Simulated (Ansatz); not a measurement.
in.yaml

```yaml
crystal:
  periodic: [false, false, false]
  atoms:
    - {symbol: B, position_ang: [0.000000, 0.000000, 0.000000]}
    - {symbol: O, position_ang: [0.000000, 0.000000, 1.403204]}
basis:
  gaussian: {orbitals: 6-31G}
magnetization: {spin_polarized: false, initial_magnetization: 3}
correlation: {method: ccsdt, electrons: valence}
```

```sh
$ ansatz run in.yaml --threads 1 --pin off --events-out ev --progress --plain --max-ram 2393MiB
```

The program prints:

```
342 factors; integrals over basis functions are off by at most 9.8e-8 eV
mean field evaluation 1: about -2701.3757 eV, gradient 1.0e1 eV
mean field evaluation 2: about -2701.3804 eV, gradient 1.0e1 eV
mean field evaluation 4: about -2702.6346 eV, gradient 8.7e-1 eV
mean field evaluation 8: about -2702.6462 eV, gradient 1.2e-4 eV
mean field evaluation 16: about -2703.0171 eV, gradient 8.0e-1 eV
mean field evaluation 32: about -2702.6464 eV, gradient 3.8e-2 eV
mean field evaluation 64: about -2703.1012 eV, gradient 2.0e-4 eV
mean field evaluation 96: about -2702.6462 eV, gradient 4.0e-2 eV
mean field evaluation 128: about -2703.0881 eV, gradient 1.6e0 eV
mean field evaluation 160: about -2703.1012 eV, gradient 1.7e-6 eV
...
mean field -2703.10117526 eV, -99.3371359629 hartree, gradient 1.7e-6 eV, S^2 3.750000; 14 other end points of the search recorded, 0 dependent functions left out
...
determinant -2703.10117526 eV, -99.3371359629 hartree, with singles and doubles -2706.34670963 eV, -99.4564071512 hartree
determinant -2702.64618565 eV, -99.3204154032 hartree, with singles and doubles -2705.78726248 eV, -99.4358478478 hartree
determinant -2700.25114923 eV, -99.2323994382 hartree, with singles and doubles -2703.55176698 eV, -99.3536949032 hartree
determinant -2698.22362113 eV, -99.1578891548 hartree, with singles and doubles -2701.17799676 eV, -99.2664604566 hartree
2 core orbitals not correlated: weight in the atoms' cores, before any rotation towards them, 1.000 or more for the frozen orbitals, at most 0.000 for the correlated occupied ones
reference -2703.10117526 eV, -99.3371359629 hartree; 6, 3 occupied and 10, 13 virtual orbitals, 342 factors
second order -2.83899592 eV of doubles, -0.02243885 eV of singles
...
cycle  16  -3.67460687 eV  change   -2.8e-3 eV  update   2.5e-4
cycle  17  -3.67388868 eV  change    7.2e-4 eV  update   7.5e-5
cycle  18  -3.67476564 eV  change   -8.8e-4 eV  update   7.9e-5
cycle  19  -3.67477317 eV  change   -7.5e-6 eV  update   2.1e-5
cycle  20  -3.67478216 eV  change   -9.0e-6 eV  update   8.3e-6
cycle  21  -3.67477807 eV  change    4.1e-6 eV  update   3.9e-6
cycle  22  -3.67477537 eV  change    2.7e-6 eV  update   3.0e-6
cycle  23  -3.67477618 eV  change   -8.1e-7 eV  update   2.0e-6
cycle  24  -3.67477434 eV  change    1.8e-6 eV  update   1.2e-6
cycle  25  -3.67477419 eV  change    1.5e-7 eV  update   5.4e-7
WARN: these amplitudes may be one of several solutions (largest doubles amplitude 0.89, level shift 0.00 eV)
Total energy: -2706.77594944 eV, -99.4721814235 hartree
```

Ran on 1 thread of Arm Neoverse V1, shared host: 1.8 s wall, 0.17 GiB peak host memory.
